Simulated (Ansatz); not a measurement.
`C/C=C/CF` → `C=CC` + `[CH]F`  (formal loss of a carbene)

Gas-phase electronic energies from Ansatz, PBE0-D4/def2-TZVP geometries. CCSD(T)/CBS adds triple-zeta CCSD(T) − MP2 to the extrapolated MP2 energy (def2 sets, frozen cores). This one scheme is used for every species. DFT in def2-TZVPP. HSE06 is defined as in plane-wave codes. Each species was taken in one conformer, which may not be the lowest.

**Question.** Is it downhill or uphill in electronic energy at CCSD(T)/CBS, and by how much? (An estimate is asked.)

**Answer.** The calculation gave: Uphill: ΔE = +376.2 kJ/mol.

**Question.** What do these levels give: PBE-QIDH, r2SCAN, HSE06, HF/def2-SVP, HF/def2-TZVPP, CCSD/def2-TZVPP? (Estimate.)

**Answer.** Ansatz gave: PBE-QIDH 404.3, r2SCAN 397.7, HSE06 398.0, HF/def2-SVP 350.7, HF/def2-TZVPP 333.3, CCSD/def2-TZVPP 368.4 kJ/mol.

**Question.** What do rigid-rotor, harmonic-oscillator terms from PBE0-D4/def2-TZVP frequencies (298.15 K, 1 bar) make of the CCSD(T)/CBS value? (Best estimate.)

**Answer.** The calculation gave: ΔZPE = -23.9 kJ/mol, ΔH = +357.3 kJ/mol, ΔS = 170 J/(mol·K), ΔG = +306.6 kJ/mol.

Largest T1 diagnostic among the species: 0.018.

From r2SCAN to r2SCAN0 (25 % exact exchange), in def2-TZVPP and without D4, ΔE moves by +5.2 kJ/mol. Leaving LDA and LC-ωPBE aside and taking each functional with its dispersion term where it has one, the values, not all of them listed here, spread over 41.6 kJ/mol, from BLYP-D4 to r2SCAN0-D4. LDA lies +61.2 kJ/mol from PBE without D4. The D4 term adds +9.3 kJ/mol with B3LYP and +5.1 kJ/mol with PBE0; it sums over pairs of atoms, weighted by their polarisabilities, and B3LYP, whose exchange is more repulsive, gets the larger term.

B3LYP here is the variant with VWN-RPA as its local correlation; programs differ in this.
